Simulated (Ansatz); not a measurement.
**AlH₃O (triplet): from Hartree-Fock to the top rungs at distance Al1–H4 along a hydrogen transfer = 1.475 Å, cc-pVDZ**

An exercise on one series of results from a longer session: the logs are not shown, and one member is left open.

The runs use Ansatz 0.2.0, Gaussian basis; cc-pVDZ, core rule «outside noble gas», up to 6 orbitals frozen.

The runs, in order: UHF; CCSD(T) on ROHF; CCSD(T) on UHF; BCCD(T) on ROHF; CISD; CCSDT(Q) on ROHF; CCSDT(Q) on UHF; CASSCF and MRCISD+Q, 4 electrons in 4 orbitals; CASSCF and NEVPT2, 4 electrons in 4 orbitals.

13 further runs of the same task are left out: 9 for a known fault of the program, 1 for a mislabelled method, 3 that didn't finish.

## The geometry

The geometry derives from fragments relaxed apart (PBE0/def2-TZVP) and kept rigid, so it is no stationary point. A hydrogen atom is moved between rigid fragments.

5 atoms, charge 0, spin multiplicity 3.

Atoms are counted from 1 here; the program's logs count them from 0.

Bond lengths: Al1–H2 1.586 Å, Al1–H3 1.586 Å, Al1–H4 1.475 Å. Angles: H2–Al1–H3 120.0°, H2–Al1–H4 120.0°, H3–Al1–H4 120.0°.

As a file:

| atom | x (Å) | y (Å) | z (Å) |
| --- | --- | --- | --- |
| Al1 | -1.0287 | 0.0000 | 0.0000 |
| H2 | -1.8217 | 1.3734 | 0.0000 |
| H3 | -1.8217 | -1.3734 | 0.0000 |
| H4 | 0.4463 | 0.0000 | 0.0000 |
| O5 | 1.9363 | 0.0000 | 0.0000 |

Set-up of the first run:

The input, in.yaml:

```yaml
crystal:
  periodic: [false, false, false]
  atoms:
    - {symbol: Al, position_ang: [-1.028730, 0.000000, 0.000000]}
    - {symbol: H, position_ang: [-1.821654, 1.373384, 0.000000]}
    - {symbol: H, position_ang: [-1.821654, -1.373384, 0.000000]}
    - {symbol: H, position_ang: [0.446270, 0.000000, 0.000000]}
    - {symbol: O, position_ang: [1.936270, 0.000000, 0.000000]}
basis:
  gaussian: {orbitals: cc-pVDZ}
magnetization: {spin_polarized: true, initial_magnetization: 2}
hamiltonian: {xc: hf}
output: {orbitals: {seedname: orbitals}}
```

Run with:

```console
$ ansatz run in.yaml --threads 1 --pin off --events-out ev --progress --plain --max-ram 2393MiB
```

Among the steps run: UHF; CCSD(T) on ROHF; CCSD(T) on UHF; BCCD(T) on ROHF; CISD; CCSDT(Q) on ROHF; CCSDT(Q) on UHF; CASSCF and MRCISD+Q, 4 electrons in 4 orbitals; CASSCF and NEVPT2, 4 electrons in 4 orbitals.

One of the session's tables, all rows but one given; the rest of the session is left out.

| method | from UCCSDT(Q) (kcal/mol) |
| --- | --- |
| ROHF | +153.19 |
| UHF | +148.44 |
| RMP2 | +28.32 |
| UMP2 | +27.97 |
| CISD | +13.04 |
| RCCSD | +2.58 |
| UCCSD | +2.50 |
| RCCSD(T) | +0.63 |
| UCCSD(T) | +0.61 |
| BCCD(T) | +0.65 |
| RCCSDT | ? |
| UCCSDT | +0.13 |
| RCCSDT(Q) | +0.03 |
| UCCSDT(Q) | 0 |
| CASSCF pair | +144.12 |
| NEVPT2 pair | +27.34 |
| MRCISD pair | +12.26 |
| MRCISD+Q pair | +1.82 |

Q: Estimate the row for RCCSDT from the others.

**Answer.** from UCCSDT(Q) (kcal/mol): +0.16. In the column «from UCCSDT(Q) (kcal/mol)» it lies between UCCSDT (+0.13) and UCCSD(T) (+0.61).

Among the levels timed on like hardware and quicker than the yardstick, those that no quicker one beats, quickest first: NEVPT2 pair (1.8 s, +27.34 kcal/mol); UCCSD(T) (2.4 s, +0.61 kcal/mol).

Caveats from the session: Of the multireference levels listed MRCISD+Q pair comes nearest in total energy (+1.82 kcal/mol), which doesn't show that its space is the better one. Restricted and unrestricted rows rest on different reference determinants; where their highest levels disagree by more than a few hundredths of an eV, they describe different states and don't form one ladder.
